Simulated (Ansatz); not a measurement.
# SiH− (singlet): the correlation ladder at distance Si1–H2 = 1.558 Å, aug-cc-pVDZ

One table from this session's results is given with a row withheld; the runs are named, their logs left out.

Program: Ansatz 0.2.0, Gaussian basis. Level of theory: aug-cc-pVDZ, core rule «outside noble gas», up to 5 orbitals frozen. These are calculated values, not measurements.

The runs, in order: UHF; CCSD(T) on RHF; CCSD(T) on UHF; BCCD(T) on RHF; CISD; CCSDT(Q) on RHF; CCSDT(Q) on UHF; CASSCF and MRCISD+Q, 2 electrons in 2 orbitals; CASSCF and NEVPT2, 2 electrons in 2 orbitals; CASSCF and MRCISD+Q, 6 electrons in 5 orbitals; CASSCF and NEVPT4(SD), 6 electrons in 5 orbitals; CASSCF and NEVPT2, 6 electrons in 5 orbitals; Full CI.

27 further runs of the same task are left out: 8 for a known fault of the program, 13 that didn't finish, 6 set aside as unsound or not needed. Runs told in other sessions of the task aren't counted.

### What is computed

The geometry derives from a PBE0/def2-TZVPD stationary point (not a proven minimum). One bond is set to the value named and the two fragments are kept rigid.

2 atoms, charge -1, spin multiplicity 1.

Atoms are counted from 1 here; the program's logs count them from 0.

Bond lengths: Si1–H2 1.558 Å.

Coordinates:

```xyz
2
HSi
Si    0.0000    0.0000    0.0000
H     0.0000    0.0000    1.5576
```

Set-up of the first run:

Input file in.yaml:

```yaml
crystal:
  periodic: [false, false, false]
  atoms:
    - {symbol: Si, position_ang: [0.000000, 0.000000, 0.000000]}
    - {symbol: H, position_ang: [0.000000, 0.000000, 1.557600]}
basis:
  gaussian: {orbitals: aug-cc-pVDZ}
total_charge: -1
magnetization: {spin_polarized: true, initial_magnetization: 0}
hamiltonian: {xc: hf}
output: {orbitals: {seedname: orbitals}}
```

The run is started by

```console
ansatz run in.yaml --threads 1 --pin off --events-out ev --progress --plain --max-ram 2393MiB
```

Steps of the session up to this table: UHF; CCSD(T) on RHF; CCSD(T) on UHF; BCCD(T) on RHF; CISD; CCSDT(Q) on RHF; CCSDT(Q) on UHF; CASSCF and MRCISD+Q, 2 electrons in 2 orbitals; CASSCF and NEVPT2, 2 electrons in 2 orbitals; CASSCF and MRCISD+Q, 6 electrons in 5 orbitals; CASSCF and NEVPT4(SD), 6 electrons in 5 orbitals; CASSCF and NEVPT2, 6 electrons in 5 orbitals; Full CI.

One table of the session follows, with a row left open; its other results are not shown here.

It belongs to the step «Misses and costs». 

| method | from FCI (kJ/mol) |
| --- | --- |
| RHF | +353.2 |
| RMP2 | +102.2 |
| CISD | +49.5 |
| RCCSD | +29.4 |
| RCCSD(T) | +16.0 |
| BCCD(T) | +16.1 |
| RCCSDT | ? |
| RCCSDT(Q) | -0.7 |
| FCI | 0 |

Estimate the missing values for RCCSDT.

**Answer.** from FCI (kJ/mol): +3.1. In the column «from FCI (kJ/mol)» it lies between FCI (0) and RCCSD(T) (+16.0).

Left out of the table: CASSCF pair, NEVPT2 pair, MRCISD pair, MRCISD+Q pair, CASSCF valence, NEVPT2 valence, NEVPT4(SD) valence, MRCISD valence, MRCISD+Q valence (the active space lost an orbital or holds another state than full CI finds).

To keep in mind: The report flags that the cluster equations may have other roots. Left out of the table: UHF, UMP2, UCCSD, UCCSD(T), UCCSDT, UCCSDT(Q) (another determinant or state than the rows shown). The program flags RCCSDT(Q) as in doubt, so those rows may rest on another solution. RCCSDT(Q) falls below full CI, which methods that aren't variational can do. Warnings in the runs' records: passed over end.
